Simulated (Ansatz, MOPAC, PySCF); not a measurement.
Species: C2H3, charge 0, multiplicity 2. SMILES: [CH]=C
Geometry: optimised at B3LYP-D3(BJ)/def2-TZVP (Ansatz, a first-principles code).

Unscaled harmonic wavenumbers (cm⁻¹) in rising order, each level at the stationary point that it reaches from this structure (no distance between atoms moves by over 0.3 Å); the order of modes can differ between levels, and a negative number is imaginary. B3LYP-D3(BJ)/def2-TZVP (PySCF, at the structure above): 713, 819, 927, 1050, 1397, 1654, 3045, 3140, 3243.

PM3 (MOPAC): 480, 763, 790, 944, 1222, 1706, 3084, 3087, 3310. Zero-point energy 22.0 against 22.9 kcal/mol; where all levels lie over 400 cm⁻¹, the wavenumbers are on average 0.920 times those of B3LYP-D3(BJ)/def2-TZVP.

HF/3-21G (Ansatz): 845, 904, 981, 1210, 1413, 1635, 3254, 3343, 3411. Zero-point energy 24.3 against 22.9 kcal/mol; where all levels lie over 400 cm⁻¹, the wavenumbers are on average 1.076 times those of B3LYP-D3(BJ)/def2-TZVP.

HF/6-31G* (Ansatz): 829, 885, 959, 1196, 1407, 1634, 3278, 3372, 3429. Zero-point energy 24.3 against 22.9 kcal/mol; where all levels lie over 400 cm⁻¹, the wavenumbers are on average 1.069 times those of B3LYP-D3(BJ)/def2-TZVP.

B3LYP/6-31G* (Ansatz): 729, 813, 923, 1072, 1416, 1672, 3071, 3167, 3256. Zero-point energy 23.0 against 22.9 kcal/mol; where all levels lie over 400 cm⁻¹, the wavenumbers are on average 1.008 times those of B3LYP-D3(BJ)/def2-TZVP.
